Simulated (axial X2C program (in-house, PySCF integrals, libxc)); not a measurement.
**Worked dissociation energy of SF⁻: PW91, scalar-relativistic**

Computed with an in-house relativistic program for diatomic molecules. Spin-free means the one-electron spin-free X2C Hamiltonian. Basis: S dyall-av3z [9s8p3d2f], F dyall-av3z [7s6p3d2f] (cores contracted in-house); Gaussian nuclei, density fitting, unrestricted open shells. Masses: S 31.972 u, F 18.998 u.

Molecular state: M_S = 0, Λ = 0 (closed shell).

| Item | Value |
| --- | --- |
| E(S) (2M_S = 2, M_L = 0) | -399.208406 hartree |
| E(F-) (2M_S = 0, M_L = 0) | -99.967731 hartree |
| E(SF⁻) at Re | -499.273603 hartree |
| ωe | 612.4 cm⁻¹ |
| ωexe | 3.85 cm⁻¹ |

Question: Work out De and D0.

Answer: De = -399.208406 + (-99.967731) − (-499.273603) = 0.09747 hartree = 2.652 eV. The zero-point energy is ωe/2 − ωexe/4 = 305 cm⁻¹ = 0.038 eV, so D0 = 2.614 eV.

The state is one determinant whose occupation by symmetry is held fixed; it was picked as the lowest of a PBE0 search that is not exhaustive. The closed shell is kept restricted, so the energy runs too high when the bond is stretched far. De is counted from the lowest determinant-based energies of the atoms at the same level, without counterpoise correction. The highest occupied level of some functionals is positive through self-interaction error; at Hartree–Fock it is bound.

Each atomic determinant is the lowest at this level and need not be a pure term. Totals compare only within one Hamiltonian and basis.
